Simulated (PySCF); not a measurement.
**C2H4S: core ionisation energies**

Species: ethenethiol, C2H4S.
Z-matrix (Å and degrees, PBE0-D3(BJ)/def2-SVP geometry), rows numbered from 1:
```
C 
C   1  1.3357
S   2  1.7511  1  128.67
H   1  1.0937  2  122.40  3    -0.00
H   1  1.0922  2  120.08  3   179.96
H   2  1.0958  1  120.37  3  -179.98
H   3  1.3512  2   97.17  1     0.02
```

Method: PySCF 2.14.0, delta-SCF UKS SCAN, pcX-2 on the ionised atom, pcseg-1 elsewhere, spin-free X2C. Each binding energy is the total energy of the core-ionised species, with the hole localised on one atom, minus that of the ground state; both are solved self-consistently, so orbital relaxation is included.

Problem. Give the core binding energies atom by atom.

Solution. 
```csv
atom(s),environment,level,binding energy (eV),above the level's lowest (eV),count
C1,terminal =CH2 carbon,C 1s,290.22,0.00,1
C2,alkene CH carbon,C 1s,291.43,+1.21,1
S3,thiol sulfur,S 1s,2477.84,0.00,1
```

Lowest listed C 1s: C1, bonded to C (double bond) and 2 H. Highest, 1.21 eV above it: C2, bonded to S, C (double bond) and H. Summing the Pauling electronegativity differences to the bonded atoms, each weighted by its formal bond order, gives -0.70 for the lowest site and -0.32 for the highest.

Problem. Which photon wavelength matches the C 1s of C1 threshold?

Solution. λ = hc/E = 12398.42 eV Å / 290.22 eV = 42.721 Å.

Problem. Express the binding energy of C 1s of C1 in atomic units and per mole.

Solution. 290.22 eV = 10.6654 Eh = 28002 kJ/mol.

Not every level is listed. The unrestricted hole states depart most from a pure doublet (⟨S²⟩ = 0.75; over 0.85 named) for C 1s of C2 (0.86), which makes this value less certain. Isolated species at its PBE0-D3(BJ)/def2-SVP geometry (one conformer only).

On Arm Neoverse V1, one thread, shared host with 32 logical CPUs at a one-minute load of 13, this took 12 s of wall time and 0.46 GiB of memory at its peak.
